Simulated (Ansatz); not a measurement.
System: HS, net charge -1, singlet state. Whether it binds its extra electron was not tested at this geometry. 
Coordinates optimised at B3LYP-D3(BJ)/def2-TZVP (Ansatz, a first-principles code):
```
S
H 1 1.3491
```
Charge -1, spin multiplicity 1.

Basis-set convergence of Hartree-Fock and CCSD(T) correlation energies (hartree) with Ansatz. Valence correlation only, unless marked. No spin-orbit coupling. Non-relativistic. This anion needs diffuse functions, which these sets lack.

```json
[
 {"basis": "def2-SVP", "functions": "23", "E(HF)": "-397.96873", "E(corr, CCSD(T))": "-0.15226"},
 {"basis": "def2-TZVPP", "functions": "56", "E(HF)": "-398.12839", "E(corr, CCSD(T))": "-0.21953"},
 {"basis": "def2-QZVPP", "functions": "100", "E(HF)": "___", "E(corr, CCSD(T))": "___"}
]
```

Task: Some entries are withheld; supply them.

Result: 
- def2-QZVPP, E(HF): -398.14627
- def2-QZVPP, E(corr, CCSD(T)): -0.23922
